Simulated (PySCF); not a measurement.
What an electron can do to CO

PBE in PySCF with def2-TZVPPD on every atom, for the lowest determinant that a PBE0 search found; no spin–orbit coupling.

```csv
species,state (unpaired electrons),Re (Å),ωe (cm⁻¹),energy of the minimum from the neutral (eV),De (eV),dissociates to
CO,singlet (closed shell),1.137,2128,0.00,11.65,C + O
CO⁺,doublet (π ↑),1.261,1487,16.58,6.60,C⁺ + O
```

Work out the lowest energy to break CO into atoms, from its vibrational ground state.

D0 = De − ωe/2 = 11.65 − 0.13 = 11.52 eV (PBE/def2-TZVPPD).

Work out the ionisation energy of the C atom at this level and the threshold of dissociative ionisation.

IE(C) = 16.58 + 6.60 − 11.65 = 11.53 eV, so C⁺ + O + e⁻ appears at D0 + IE(C) = 23.05 eV (PBE/def2-TZVPPD). The measured IE(C) is 11.26 eV (NIST ASD).

These are thermodynamic thresholds; the onsets seen under electron impact lie higher where the geometry changes, and cross-sections peak well above them.

For an ion De counts to the pair picked by the measured ionisation energies or electron affinities, which need not be the lowest pair at this level. Counting both spins, an empty level lies below a filled one in some of these solutions, because spin and occupation are held. States were picked by a PBE0 search and need not be the measured ground states.
